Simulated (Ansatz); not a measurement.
Results of r²SCAN+rVV10 (Ansatz, a first-principles code, plane waves, PAW) for fcc Rh.

Run with plane-wave cutoff 500 eV, 32×32×32 k mesh, Fermi–Dirac smearing 0.1 eV, no spin polarisation, scalar-relativistic PAW data made under PBE.

Computed at the level's own relaxed cell.

Q: Give the computed volume per atom and lattice parameter a.

A: 
- volume per atom = 13.60 Å³/atom
- lattice parameter a = 3.789 Å

Measured, for comparison: equilibrium volume per atom 13.65 Å³/atom, lattice constant a 3.794 Å (static lattice: zero-point anharmonic expansion removed; as tabulated in Mejia-Rodriguez and Trickey (2018), arXiv:1807.09216). Computed (rounded) less measured: equilibrium volume per atom -0.4 %, lattice constant a -0.1 %.

Static lattice: no zero-point or thermal effects.
